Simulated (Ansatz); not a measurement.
**Relaxing Na₂Ru**

Method: Ansatz, DFT PBE, scalar-relativistic, plane waves, PAW. Cutoff 420 eV, Γ-centred k mesh, Gaussian smearing, no spin polarisation in the final step.

The start puts Na₂Ru on the 3R molybdenite structure type (R3m, No. 160), with Ru in place of Mo, Na in place of S, at a guessed volume.

```xyz
3
Lattice="1.5587 0.8999 6.0351 -1.5587 0.8999 6.0351 0.0000 -1.7999 6.0351" Properties=species:S:1:pos:R:3 pbc="T T T"
Na    0.0000    0.0000   13.5501
Na    0.0000    0.0000   10.5899
Ru    0.0000    0.0000    0.0000
```

Cell and atoms relax at zero pressure; the relaxation can't lower the symmetry of the start. After a coarse first stage the cell is made exact in the group found at 0.06 Å.

Energies over the elements count from the elements' standard structures at the same level, with no empirical corrections.

Question: Describe the relaxed structure.

Answer: It keeps R3m (No. 160), but not the shape of the type it started on. Conventional cell: a = 2.830 Å, c = 25.264 Å. Na on Wyckoff site a (1 atom of the primitive cell) is coordinated by 6 Na at 2.83 Å and 3 Ru at 3.02 Å; Na on Wyckoff site a (1 atom of the primitive cell) is coordinated by 6 Na at 2.83 Å and 3 Ru at 3.02 Å; Ru has 6 Ru at 2.83 Å and 6 Na at 3.02 Å.

```xyz
3
Lattice="1.4152 0.8171 8.4213 -1.4152 0.8171 8.4213 0.0000 -1.6341 8.4213" Properties=species:S:1:pos:R:3 pbc="T T T"
Na    0.0000    0.0000   19.3793
Na    0.0000    0.0000   14.3055
Ru    0.0000    0.0000   25.2636
```

Question: What are its volume, energy, density and gap?

Answer: The volume per atom is 19.48 Å³ and the density is 4.18 g/cm³. The energy over the elements is 0.67 eV/atom and the gap on the 18×18×18 mesh is 0 eV (a metal).

The final run used a 18×18×18 mesh on its 3-atom cell and 0.10 eV smearing. For metals, differences of a few meV/atom aren't resolved. A structure relaxed within its symmetry needn't be a true minimum.

Cost: 3 runs of about 4.3 core-minutes in all, on Intel Xeon 6975P-C (Granite Rapids) (shared hosts).